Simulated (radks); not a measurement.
# N³⁻ held by a Watson sphere

One table from this session's results is given with a row withheld; the runs are named, their logs left out.

Program: radks (a radial shooting solver on a logarithmic mesh, Libxc functionals) version 1. Level of theory: non-relativistic Kohn-Sham, r2SCAN, spin-polarised, spherical densities, point nucleus. These are calculated values, not measurements, unless marked.

### What is computed

- element: nitrogen (Z = 7)
- charge: -3
- electrons: 10
- configuration: [Ne]

Outer shells as boxes (Hund's rule):

N³⁻
```
[He] core
2s [↑↓]
2p [↑↓][↑↓][↑↓]
```

The first run:

The run's settings:

```text
Z 7
configuration [Ne]
relativity non-relativistic
functional r2scan,r2scan
spin polarised
nucleus point
watson charge 3 radius 1.72 bohr
```

Started as:

```console
$ python run_ks.py task.json out
```

This one command runs every case of the session in turn.

Among the steps run: R = 1.72 bohr; R = 2.89 bohr; R = 2.93 bohr; R = 3.3 bohr; R = 3.83 bohr.

One table of the session follows, with a row left open; its other results are not shown here.

```
R (bohr)  highest level (eV)  its <r> (bohr)  sum of <r²> (bohr²)
    1.72              -8.883           1.623                24.97
    2.89              -5.214           2.096                41.00
    2.93                   ?               ?                    ?
     3.3              -4.420           2.257                47.56
    3.83              -3.661           2.464                57.05
```

Estimate the missing values for R (bohr) = 2.93.

Worked estimate for «highest level (eV)». A straight line through the neighbours (2.89, -5.214) and (3.3, -4.420) gives -5.214 + (-4.420 + 5.214) × (2.93 − 2.89) / (3.3 − 2.89) = -5.137; a parabola fitted to 4 rows on both sides gives -5.139.

As computed: highest level (eV): -5.127; its <r> (bohr): 2.112; sum of <r²> (bohr²): 41.61. In «highest level (eV)» the line misses by -0.010 and the parabola by -0.012.

From R = 1.72 to 3.83 bohr the top level moves from -8.883 to -3.661 eV and its mean radius from 1.62 to 2.46 bohr. A wider sphere makes a shallower well, so the ion swells.
